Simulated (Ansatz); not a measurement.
**KCl (Fm-3m)**

Theory: DFT r2SCAN, scalar-relativistic, plane waves, PAW (Ansatz 0.2.0).

Plane waves to 500 eV, a k mesh through Γ of 6×6×6 on the computed 2-atom cell and Gaussian smearing (0.02 eV); no spin polarisation.

The structure is relaxed at this level of theory with its symmetry kept.

```yaml
crystal:
  lattice:
    - [0.00000, 3.14647, 3.14647]
    - [3.14647, 0.00000, 3.14647]
    - [3.14647, 3.14647, 0.00000]
  atoms:
    - { symbol: K, position: [0.00000, 0.00000, 0.00000] }
    - { symbol: Cl, position: [0.50000, 0.50000, 0.50000] }
```

| Quantity | Value |
| --- | --- |
| Space group | Fm-3m (No. 225) |
| Volume per atom | 31.15 Å³ |
| Formation energy from the elements' standard states (uncorrected) | -2.238 eV/atom |
| Generalised Kohn–Sham band gap | 5.83 eV, direct at Γ |
| Löwdin character of the top 1 eV of the valence band | Cl 3p 96 % |
| Löwdin character of the lowest 1 eV of the conduction band | K 4s 77 %, Cl 3s 14 % |
| Electron masses at the edge by Cartesian direction of the standard setting (m_e; degenerate bands sorted by energy; no spin-orbit coupling) | x: 0.45; y: 0.45; z: 0.45 |
| Hole masses at the edge by Cartesian direction of the standard setting (m_e; degenerate bands sorted by energy; no spin-orbit coupling) | x: 5.1, 5.1, 0.74; y: 5.1, 5.1, 0.74; z: 5.1, 5.1, 0.74 |
| Bulk modulus | 19.1 GPa |
| Its pressure derivative | 5.0 |
| Bader charges (e) | K (1 in the cell) 0.85, Cl (1 in the cell) -0.85 |